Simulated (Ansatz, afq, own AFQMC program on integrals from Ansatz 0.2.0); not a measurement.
# GaHF, doublet: AFQMC among the cluster methods

```xyz
3

Ga    0.4658    0.0889   -0.2526
F     0.1418    1.7899   -0.5954
H     1.4850   -0.1549    0.9749
```

Connectivity, by distances: GaH–F.

Basis def2-TZVP. Noble-gas cores (and the filled d shells of Ga–Kr and In–Xe) are frozen. Ansatz 0.2.0 and our own AFQMC program on the same integrals; the CISD trial comes from CCSD amplitudes, and released means the phaseless constraint is let go. Uncertainties: one standard error, sampling alone. No spin–orbit coupling.

Determinant: UHF, the one that the program's search chose, which needn't be the lowest solution. The geometry is a PBE0/def2-SVP stationary point of this or a neighbouring charge and spin state.

No full CI on the walks' own integrals is used here; CCSDT(Q) serves as the reference and is uncertain by about the last step of the cluster series.

Cautions: no relativity below Rb; no spin-orbit coupling; inner d shell frozen; the ph-AFQMC/CISD walk drifts between its halves (2.4 errors).

- T1 diagnostic: 0.0177
- weight of the determinant in the CISD state: 0.912
- ⟨S²⟩ of the determinant: 0.763
- size of the correlated space: 11 electrons in 70 orbitals

Reference: CCSDT(Q), correlation energy -9.014 eV. The released energy is read at 2.40 1/Eh (meV from the phaseless value at times in 1/Eh: -2 ± 4 at 0.24, -3 ± 3 at 0.51, 1 ± 3 at 0.99, -4 ± 6 at 1.62, 1 ± 5 at 2.40).

```csv
level,E − E(reference) (mEh),share of correlation (%)
HF,331.27,0.00
MP2,18.50,94.41
CCSD,10.11,96.95
CCSD(T),0.80,99.76
CCSDT,0.44,99.87
ph-AFQMC/CISD,0.30 ± 0.15,99.91
released AFQMC,0.34 ± 0.20,99.90
```

A walk keeps the symmetry of its determinant, which the program's search chose and which needn't be the lowest solution, so a lower state of the same spin and another symmetry isn't excluded. Released energies are given only where the last usable release times agree within the noise; a slower fall can still hide under it.
